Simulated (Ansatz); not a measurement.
`N=C=C(O)F` + H₂ → `N=C=CF` + H₂O at 500 K and 1 bar (hydrogenolysis of a C–O bond).

Program: Ansatz. Geometries: PBE0-D4/def2-TZVP. ΔE: electronic, gas phase. CBS: MP2 limit from def2 TZ/QZ plus the TZ coupled-cluster correction, frozen cores. This one scheme is used for every species. One conformer a species, not always the lowest.

| species | CCSD(T)/CBS energy (Eh) | H − E (kJ/mol) | S (J/(mol·K)) |
| --- | --- | --- | --- |
| `N=C=C(O)F` | -306.88008 | 145.0 | 345.1 |
| H₂ | -1.17544 | 41.0 | 145.5 |
| `N=C=CF` | -231.71293 | 125.9 | 309.8 |
| H₂O | -76.37941 | 73.2 | 206.3 |

H − E and S are ideal-gas, rigid-rotor, harmonic terms from PBE0-D4/def2-TZVP, for one conformer and one mirror image of each species. The MP2-based limit puts H₂ 0.8 mEh under its directly extrapolated value; such offsets cancel only in part. 1 Eh = 2625.50 kJ/mol, R = 8.31446 J/(mol·K).

**Question.** By hand: ΔE, ΔH, ΔS and ΔG.

**Answer.** ΔE = (-231.71293) + (-76.37941) − (-306.88008) − (-1.17544) = -0.03682 Eh = -96.7 kJ/mol. Δ(H − E) = 125.9 + 73.2 − 145.0 − 41.0 = 13.1, so ΔH = -83.6 kJ/mol. ΔS = 309.8 + 206.3 − 345.1 − 145.5 = 25.5 J/(mol·K). ΔG = -83.6 − 500 × (25.5)/1000 = -96.3 kJ/mol.

**Question.** By hand: the equilibrium constant, and the temperature at which ΔG would vanish if ΔH and ΔS stayed fixed.

**Answer.** log₁₀ K = −ΔG/(RT ln 10) = 10.1. ΔH and −TΔS have one sign here, so there is no such temperature.

ΔH outweighs TΔS. A doubt of 5 kJ/mol in ΔE shifts log₁₀ K by 0.5 here. Other conformers and mirror images would add mixing entropy, several J/(mol·K) or more a flexible species. These are equilibria of isolated gas molecules and say nothing of rates. Largest T1 diagnostic: 0.014 (customary marks: 0.02 for closed shells, 0.045 for open ones).
